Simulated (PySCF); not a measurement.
# Working out the ionisation energy of F

F [He] 2s2 2p5 (2P) → F⁺ [He] 2s2 2p4 (3P). Calculation: PySCF 2.14, in jorge-DZP-DKH (4s2p1d, 15 functions); the spin-free X2C one-electron Hamiltonian (Gaussian nucleus). Frozen: 1s2. Energies in hartree (1 hartree = 27.21139 eV):

| part | F (lower) | F⁺ (upper) |
| --- | --- | --- |
| UHF | -99.483874 | -98.907506 |
| CCSD correlation | -0.143526 | -0.103459 |
| (T) | -0.001656 | -0.000882 |

**Question.** What does Hartree-Fock give?

**Answer.** (-98.907506) − (-99.483874) = 0.576368 hartree = 15.684 eV.

**Question.** What do CCSD and CCSD(T) give?

**Answer.** The CCSD correlation energies differ by 0.040067 hartree = 1.090 eV and the triples by 0.000774 hartree = 0.021 eV, so CCSD gives 16.774 eV and CCSD(T) 16.795 eV.

Measured between the centres of the two terms (NIST): 17.427 eV, so CCSD(T) (valence) is off by -0.632 eV.

A double-zeta basis recovers only part of the correlation energy.

What remains against the reference includes basis incompleteness, the frozen core and higher excitations.
